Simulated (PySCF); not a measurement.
C4H7FN (doublet state).
Z-matrix (Å and degrees, GFN2-xTB geometry), rows numbered from 1:
```
C 
C   1  1.3170
F   2  1.3590  1  120.42
C   2  1.4971  1  127.88  3  -179.44
N   4  1.4022  2  112.42  1    -6.86
C   5  1.4064  4  116.45  2   174.59
H   1  1.0747  2  121.70  3    -0.39
H   1  1.0724  2  118.99  3   179.90
H   4  1.1094  2  108.83  1   118.10
H   4  1.1089  2  108.04  1  -129.55
H   6  1.0948  5  108.37  4  -133.06
H   6  1.0980  5  108.70  4   112.64
H   6  1.0988  5  115.18  4    -9.68
```

The hyperfine couplings belong to this conformer and change with its torsions.

The species is `C[N]CC(=C)F` [radical].

Level of theory: UKS B3LYP, pcH-1 on C F H N, non-relativistic, mean-field spin-orbit, GIAO in PySCF. The structure is a single GFN2-xTB conformer in the gas phase; no vibrational or solvent corrections. The geometry wasn't refined by DFT: couplings that depend on bond lengths, twists or pyramidal angles can differ widely from those at the functional's own minimum. The SCF solution wasn't tested for stability.

Principal values of hyperfine tensors in MHz (contact and dipolar terms together), for some of the nuclei:

```csv
atom,isotope,A1,A2,A3
H12,1H,146.27,149.05,163.55
H9,1H,108.05,109.50,123.76
H11,1H,98.44,100.26,115.76
C4,13C,-39.47,-36.94,-30.92
N5,14N,-7.47,-6.98,121.33
C6,13C,-38.83,-34.16,-30.70
H13,1H,-1.15,-1.04,12.79
C1,13C,-2.82,-1.48,0.48
```

(1) Split each tensor into its isotropic and traceless parts, and turn a_iso into mT with g = 2.0045.

(2) What spin density at the nucleus of H11 lies behind its contact coupling (g_N = 5.58569)?

(3) H10 (1H, g_N = 5.58569) isn't in the table. Its spin density at the nucleus is 0.03438 bohr⁻³. What is its contact coupling?

(4) Which nucleus of the table has the largest anisotropic coupling, and what is its form?

(5) What first-order splitting does H12 cause when the field lies along A1, A2 or A3 of its tensor (g taken as isotropic, no quadrupole term)?

Answers

(1) a_iso is a third of the trace, T = A − a_iso, and a(mT) = a(MHz)/(g × 13.996).

```tsv
atom	a_iso (MHz)	a_iso (mT)	T1	T2	T3
H12	152.96	5.452	-6.69	-3.91	10.59
H9	113.77	4.055	-5.72	-4.27	9.99
H11	104.82	3.736	-6.38	-4.56	10.94
C4	-35.78	-1.275	-3.70	-1.16	4.86
N5	35.63	1.270	-43.10	-42.61	85.71
C6	-34.56	-1.232	-4.27	0.41	3.86
H13	3.53	0.126	-4.68	-4.57	9.26
C1	-1.27	-0.045	-1.55	-0.21	1.75
```

(2) a_FC = (2μ0/3) gₑ μB g_N μN ρ(0)/(2S·h) = 800.24 MHz × g_N × ρ(0)/(2S), with ρ in bohr⁻³. With a_FC = 104.82 MHz and 2S = 1, ρ(0) = 0.02345 bohr⁻³. In magnitude that is 7.4 % of the 1/π = 0.318 of a free hydrogen atom.

(3) By the same relation, a_FC = 153.7 MHz. Its full tensor has the principal values 147.36, 150.04, 163.59 MHz.

(4) N5: -43.1, -42.6, 85.7 MHz, axial, in the ratio −1:−1:+2, the form that spin in one p orbital centred on that nucleus gives.

(5) 2 lines (I = 1/2), spaced by |A_i|/(g × 13.996): 5.21, 5.31, 5.83 mT along the axes of A1, A2 and A3.
